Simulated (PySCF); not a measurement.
Bond length, frequency and bond energy of AlH⁻ by level of theory

State: ²Π (doublet), unpaired electrons π ↑. Set-up: PySCF, no relativity, basis sets Al def2-TZVPPD, H def2-TZVPPD. De refers to Al + H⁻ in their high-spin ground configurations, without counterpoise correction. The functionals are run spin-unrestricted. A positive dipole points towards H; it is taken about the centre of mass and depends on that origin.

```json
{"Level": "UHF-CCSD", "Re (Å)": "1.695", "ωe (cm⁻¹)": "1467", "De (eV)": "n/a", "μ (D)": "n/a", "CPU s a point (SCF and correlation, without the integrals)": "n/a"}
{"Level": "UHF-CCSD(T)", "Re (Å)": "1.697", "ωe (cm⁻¹)": "1461", "De (eV)": "n/a", "μ (D)": "n/a", "CPU s a point (SCF and correlation, without the integrals)": "4.7"}
{"Level": "TPSS", "Re (Å)": "1.701", "ωe (cm⁻¹)": "1445", "De (eV)": "n/a", "μ (D)": "0.20", "CPU s a point (SCF and correlation, without the integrals)": "1.1"}
{"Level": "r²SCAN", "Re (Å)": "1.700", "ωe (cm⁻¹)": "1445", "De (eV)": "n/a", "μ (D)": "0.14", "CPU s a point (SCF and correlation, without the integrals)": "1.2"}
{"Level": "B3LYP", "Re (Å)": "1.703", "ωe (cm⁻¹)": "1418", "De (eV)": "n/a", "μ (D)": "-0.08", "CPU s a point (SCF and correlation, without the integrals)": "0.97"}
{"Level": "M06", "Re (Å)": "1.686", "ωe (cm⁻¹)": "1452", "De (eV)": "n/a", "μ (D)": "0.13", "CPU s a point (SCF and correlation, without the integrals)": "1.2"}
{"Level": "BHandHLYP", "Re (Å)": "1.688", "ωe (cm⁻¹)": "1476", "De (eV)": "n/a", "μ (D)": "0.06", "CPU s a point (SCF and correlation, without the integrals)": "0.62"}
{"Level": "ωB97M-V", "Re (Å)": "1.701", "ωe (cm⁻¹)": "1422", "De (eV)": "n/a", "μ (D)": "-0.18", "CPU s a point (SCF and correlation, without the integrals)": "4.4"}
```

The bond length runs from 1.686 Å (M06) to 1.703 Å (B3LYP).

Correlated steps freeze 5 core orbitals. The highest Kohn–Sham level is positive in this anion. Much of that is self-interaction error, but it also means that the finite basis helps to hold the extra electron. The state was picked by a PBE0 search and need not be the measured ground state.

The whole job (state search and all levels along the bond) took about 3.7 min on 1 thread of Arm Neoverse V2 (shared host), peak memory 1.4 GiB.
